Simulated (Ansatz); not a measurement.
Elastic constant C11 (GPa) of 34 elemental solids other than molecular ones, computed with PBE (plane waves, PAW; Ansatz, a quantum-chemistry and plane-wave program) and with r²SCAN (Ansatz, plane waves, PAW). The set holds measured phases with no doubt noted on the run or the magnetic state but for the caveats below. 7 more of the class have both values but aren't in it, for one of these reasons: built or high-temperature cells, doubts on the run or the magnetic state, unlike cells, values of zero, layered or molecular crystals. Solids without a value at one level (not run, failed, or a magnetic order lost), or held back for tests, aren't counted.

Every twentieth of the way through the set, in order of the shift (worked out from unrounded values):

```csv
solid,PBE,r²SCAN,shift (%)
double-hcp La,49.6,42.7,-13.8
bcc K,3.97,3.88,-2.2
hcp Sc,101,99.6,-1.1
hcp Y,77.0,76.9,-0.1
bcc Cs,2.18,2.19,+0.3
bcc Na,8.83,8.89,+0.7
hcp Be,321,338,+5.1
hcp Re,608,643,+5.7
diamond,1051,1112,+5.8
fcc Pd,199,213,+6.8
hcp Zr,143,153,+6.9
hcp Os,731,784,+7.3
fcc Pt,306,329,+7.7
fcc Ir,584,633,+8.4
bcc Ba,11.9,12.9,+8.9
diamond-structure Si,153,168,+9.8
fcc Ag,111,124,+11.7
hcp Mg,64.3,72.2,+12.4
hcp Tl,29.2,33.4,+14.3
hcp Zn,177,222,+26
hcp Cd,83.9,128,+53
```

The shift from PBE to r²SCAN has a median of +7.0 %, and eight in ten lie between -0.9 % and +14.2 %; r²SCAN is the larger in 28 of 34. Each level is at its own cell, so the shift holds the change of volume too.

Ansatz's runs of these crystals have no spin polarisation. Meta-GGA and hybrid levels favour moments, which can bear on fcc Pd, hcp Sc, fcc Pt, hcp Ti, hcp Y, fcc Rh.

Spin–orbit coupling is left out, also for the solids with elements from indium on (body-centred tetragonal In, fcc Pt, hcp Os, bcc Ba, double-hcp La, hcp Tl, fcc Ir, hcp Re, bcc Cs, fcc Pb and 1 more); its size isn't shown.

Each level is taken at its own relaxed cell. Ansatz's density-functional and Hartree–Fock values are scalar-relativistic unless marked +SOC, with PAW data made under PBE.
